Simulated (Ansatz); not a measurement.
A single point on C2H4ClN (`C=C(N)Cl`).

```yaml
crystal:
  periodic: [false, false, false]
  atoms:
    - {symbol: C, position_ang: [0.107685, 1.181057, -0.243841]}
    - {symbol: C, position_ang: [-0.223415, -0.106370, -0.265036]}
    - {symbol: N, position_ang: [0.398625, -1.142497, 0.396624]}
    - {symbol: Cl, position_ang: [-1.517578, -0.666456, -1.273448]}
    - {symbol: H, position_ang: [-0.392337, 1.894896, -0.878668]}
    - {symbol: H, position_ang: [0.904068, 1.525910, 0.404217]}
    - {symbol: H, position_ang: [-0.208881, -1.896794, 0.673939]}
    - {symbol: H, position_ang: [1.023934, -0.846745, 1.130413]}
basis:
  gaussian: {orbitals: def2-TZVPP}
hamiltonian: {xc: pbe}
correlation: {method: rpa}
```

```sh
$ ansatz run in.yaml --threads 2 --pin off --events-out ev --progress --plain --max-ram 4352MiB
```

Shortened log:

```
Functional definition: PBE
1138 factors; integrals over basis functions are off by at most 7.7e-4 eV
mean field evaluation 1: about -16128.6513 eV, gradient 8.2e1 eV
mean field evaluation 2: about -16128.6434 eV, gradient 8.2e1 eV
mean field evaluation 4: about -16142.9837 eV, gradient 1.5e1 eV
mean field evaluation 8: about -16143.4970 eV, gradient 3.0e-1 eV
mean field evaluation 16: about -16143.4971 eV, gradient 6.5e-5 eV
mean field -16143.49706380 eV, -593.2625746392 hartree, gradient 2.5e-6 eV, S^2 0.000000; 0 other end points of the search recorded, 0 dependent functions left out
8 core orbitals not correlated: weight in the atoms' cores, before any rotation towards them, 1.000 or more for the frozen orbitals, at most 0.000 for the correlated occupied ones
reference -16109.46968313 eV, -592.0120914645 hartree; 12, 12 occupied and 171, 171 virtual orbitals, 1138 factors
Total energy: -16141.40360340 eV, -593.1856413887 hartree
```

Hardware: 2 threads of an Arm Neoverse V1 on a shared host. Wall time 4.8 s, peak host memory 0.37 GiB.
